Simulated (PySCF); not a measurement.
formic acid (CH2O2), SMILES O=CO. Atoms are numbered in the order given.

```xyz
5

O     -0.0900     1.1107     0.0000
C      0.3966    -0.1327     0.0000
O     -0.2622    -1.1287     0.0000
H     -1.0567     1.0414     0.0000
H      1.4952    -0.1014     0.0000
```
Charge 0, spin multiplicity 1.

Geometry optimised at PBE0-D3(BJ)/def2-TZVP. Other conformers were not sampled.

All values below come from B3LYP/pcJ-1 (PySCF).

Isotropic couplings with Fermi-contact, spin-dipole and both spin-orbit terms, one fixed conformer, no vibrational averaging. Isotopes: 13C, 1H.

Computed spin–spin coupling constants:
```
pair   bonds apart  J (Hz)
-----  -----------  ------
C2–H5            1   228.4
C2–H4            2    -7.3
H4–H5            3    15.3
```
